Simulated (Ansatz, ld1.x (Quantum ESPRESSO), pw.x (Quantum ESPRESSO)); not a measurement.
# pw.x on bcc P: one setting changed

Potential: ultrasoft, ld1.x (Quantum ESPRESSO) 7.5, PBEsol; core [Ne], reference 3s2 3p3; waves: 3s (bound): rcut 1.30, rcutus 1.45 bohr; 3s channel at 0.15 Ry: rcut 1.30, rcutus 1.45 bohr; 3p (bound): rcut 1.65, rcutus 1.90 bohr; 3p channel at 0.2 Ry: rcut 1.65, rcutus 1.90 bohr; 3d channel at 0.45 Ry: rcut 1.60, rcutus 2.10 bohr; local part: all-electron potential smoothed inside 1.50 bohr (lloc = -1); core correction: a·sin(br)/r model core inside 1.00 bohr; augmentation: built from norm-conserving waves at rcut, not smoothed further.

The reference run (k-mesh 15³, cutoffs 40/600 Ry, Fermi–Dirac 0.01 Ry, mixing_beta 0.4, conv_thr 1e-9, no spin) gives -0.36 GPa at 13.798 Å³/atom, where all-electron LAPW gives -1.04 GPa. This run, with its own iteration cap, changes nbnd to 6.

```
&control
  calculation='scf', prefix='x', pseudo_dir='./', outdir='./tmp', tstress=.true., disk_io='none'
/
&system
  ibrav=0, nat=1, ntyp=1, ecutwfc=40, ecutrho=600, nbnd=6,
  occupations='smearing', smearing='fd', degauss=0.01
/
&electrons
  conv_thr=1e-09, mixing_beta=0.4, electron_maxstep=50
/
ATOMIC_SPECIES
P 1.0 P.UPF
CELL_PARAMETERS angstrom
  -1.51095681 1.51095681 1.51095681
  1.51095681 -1.51095681 1.51095681
  1.51095681 1.51095681 -1.51095681
ATOMIC_POSITIONS crystal
P 0.0000 0.0000 0.0000
K_POINTS automatic
15 15 15 0 0 0
```

```bash
pw.x < P.scf.in > P.scf.out
```

Task: How does the run end?

Result: It converges in 5 iterations; the free energy moves by +0.0 meV/atom and the pressure by +0.00 GPa. The result is that of the reference run.

```
Message from routine setup:
     using ibrav=0 with symmetry is DISCOURAGED, use correct ibrav instead
     lattice parameter (alat)  =       4.9455  a.u.
     unit-cell volume          =      93.1135 (a.u.)^3
     number of electrons       =         5.00
     number of Kohn-Sham states=            6
     kinetic-energy cutoff     =      40.0000  Ry
     charge density cutoff     =     600.0000  Ry
     scf convergence threshold =      1.0E-09
     Exchange-correlation= PBESOL
     number of k points=   120  Fermi-Dirac smearing, width (Ry)=  0.0100
     iteration #  1     ecut=    40.00 Ry     beta= 0.40
     total energy              =     -15.31624928 Ry
     estimated scf accuracy    <       0.00203740 Ry
     iteration #  2     ecut=    40.00 Ry     beta= 0.40
     total energy              =     -15.31611624 Ry
     estimated scf accuracy    <       0.00060762 Ry
     iteration #  3     ecut=    40.00 Ry     beta= 0.40
     total energy              =     -15.31615175 Ry
     estimated scf accuracy    <       0.00000841 Ry
     iteration #  4     ecut=    40.00 Ry     beta= 0.40
     total energy              =     -15.31615236 Ry
     estimated scf accuracy    <       0.00000001 Ry
     iteration #  5     ecut=    40.00 Ry     beta= 0.40
     the Fermi energy is    11.7805 ev
!    total energy              =     -15.31615238 Ry
     estimated scf accuracy    <          7.9E-10 Ry
     smearing contrib. (-TS)   =      -0.00203186 Ry
     The total energy is F=E-TS. E is the sum of the following terms:
     one-electron contribution =       6.18826407 Ry
     hartree contribution      =       0.18905416 Ry
     xc contribution           =      -5.75948595 Ry
     ewald contribution        =     -15.93195280 Ry
     convergence has been achieved in   5 iterations
          total   stress  (Ry/bohr**3)                   (kbar)     P=       -3.61
     Message from routine punch:
     Nothing written, as per user request (disk_io='none')
```

The run took about 2.5 s on one core of a shared host (Neoverse-V2, 32 threads, 247 GiB, load 10).
